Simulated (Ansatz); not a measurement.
# HfO2 (P2₁/c, No. 14)

Level of theory: r²SCAN (Ansatz, an electronic-structure program, plane waves, PAW).

Run with plane-wave cutoff 500 eV, 8×8×8 k mesh, Fermi–Dirac smearing 0.05 eV, scalar-relativistic PAW data made under PBE.

Cell (relaxed at this level):

```
HfO2
1.0
    5.11406     0.00000     0.00417
    0.00000     5.18152     0.00000
   -0.87533     0.00000     5.22268
Hf O
4 8
Direct
  0.27621   0.45815   0.70823
  0.72379   0.54185   0.29177
  0.72379   0.95815   0.79177
  0.27621   0.04185   0.20823
  0.44796   0.74234   0.97848
  0.55204   0.25766   0.02152
  0.55204   0.24234   0.52152
  0.44796   0.75766   0.47848
  0.07003   0.33371   0.34407
  0.92997   0.66629   0.65593
  0.92997   0.83371   0.15593
  0.07003   0.16629   0.84407
```

```
Property                        Value
--------  ---------------------------
band gap  4.59 eV (on the SCF k mesh)
```

Measured, for comparison: band gap 5.7 eV (temperature not stated, not corrected to a static lattice, our sources range from 5.70 to 5.84; as tabulated in Choudhary et al. (2018), arXiv:1804.01032).

Note: the relaxation could not lower the start's symmetry, so the cell can be a saddle point above a distorted one.

Spin–orbit coupling is not included.

The computed numbers hold no vibrational or temperature effects.
